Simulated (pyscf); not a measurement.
PySCF, gas phase, ωB97X-D3(BJ)/def2-SVP geometries.

For the elementary gas-phase step HO–SiH₃ (SMILES O[SiH3]) + F–NbH(F)(F)–F (SMILES [F][NbH]([F])([F])[F]) -> F–Nb(F)(F)(F)–O–SiH₃ (SMILES [F][Nb]([F])([F])([F])[O][SiH3]) + H₂ (SMILES [H][H]) (singlet surface; H–O, H–Nb, H–Si broken, Nb–O, H–H, H–Si formed), what barrier and reaction energy does ωB97M-D3(BJ)/def2-TZVP give, measured from the separated reactants?

ΔE‡ = 1.02 eV, ΔE = -1.41 eV. Zero-point energy shifts the barrier by -0.05 eV. It is a multi-bond step, with an imaginary mode of 1619i cm⁻¹. On the reactant side the descent ends in an adduct with a Nb–O contact, 0.85 eV under the separated species and 1.61 eV under the saddle at ωB97X-D3(BJ)/def2-TZVP. What is counted as formed (Nb–O) is already present as a longer contact in the reactant adduct; forming that adduct is a step of its own. At the saddle there is also a short Nb–Si contact that neither side keeps. At ωB97X-D3(BJ)/def2-TZVP the barrier from the zero used here is 0.77 eV. This is the saddle that the search found; another between the same sides may lie lower. Elements past Kr carry the def2 core potentials, without spin-orbit coupling.
